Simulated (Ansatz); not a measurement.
Process, species as SMILES: Cl[Si](Cl)Cl → Cl[Si](Cl)Cl as singlet, charge +1 + e-
Geometries: B3LYP-D3(BJ)/def2-TZVP minima from Ansatz (a quantum-chemistry and plane-wave program).

Quantity: adiabatic ionisation energy (electronic energy difference), in eV. Cores are frozen in the correlated levels unless marked. Open shells are spin-unrestricted. Spin-orbit coupling is left out. No relativistic terms. CBS marks a two-point X^-3 extrapolation of the correlation energy; Hartree-Fock from the larger set. [CCSD(T)-MP2]/basis is that difference in the basis named.

```csv
level,program,adiabatic ionisation energy (eV)
PBE/def2-TZVPD,Ansatz,7.86
BLYP-D3(BJ)/def2-TZVPD,Ansatz + dftd3,7.76
```

Estimate the value at RI-MP2/CBS(cc-pV(T+d)Z,cc-pV(Q+d)Z)+[CCSD(T)-MP2]/cc-pV(T+d)Z as computed with Ansatz.

7.82 eV, so BLYP-D3(BJ)/def2-TZVPD differs from it by -0.06 eV.
